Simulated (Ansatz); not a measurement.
A structure relaxed at PBE0-D4/def2-TZVP, charge 0, multiplicity 1:

| atom | x (Å) | y (Å) | z (Å) |
| --- | --- | --- | --- |
| C1 | 0.1266 | 2.0134 | -1.1369 |
| C2 | 0.4960 | 0.6080 | -0.8128 |
| C3 | -0.2720 | -0.2437 | -0.1531 |
| F4 | -1.4636 | 0.1211 | 0.3514 |
| O5 | -0.0062 | -1.5351 | 0.0382 |
| C6 | -0.0978 | -1.9879 | 1.3845 |
| H7 | 0.8545 | 2.7174 | -0.7226 |
| H8 | -0.8549 | 2.2704 | -0.7389 |
| H9 | 0.1067 | 2.1766 | -2.2189 |
| H10 | 1.4465 | 0.2141 | -1.1514 |
| H11 | 0.1999 | -3.0343 | 1.3725 |
| H12 | -1.1182 | -1.9014 | 1.7622 |
| H13 | 0.5824 | -1.4188 | 2.0258 |

Q: Give its formula and SMILES.

A: C4H7FO, `C/C=C(\F)OC`.

Q: Point group (tolerance 0.08 Å, 0.16 Å for H)?

A: C1.

Q: Summarise the bond lengths by kind.

A: 2 × C–C 1.323 to 1.489 Å; 7 × C–H 1.083 to 1.094 Å; 1 × C–F 1.344 Å; 2 × C–O 1.332 to 1.423 Å.

Program: Ansatz 0.2.0.
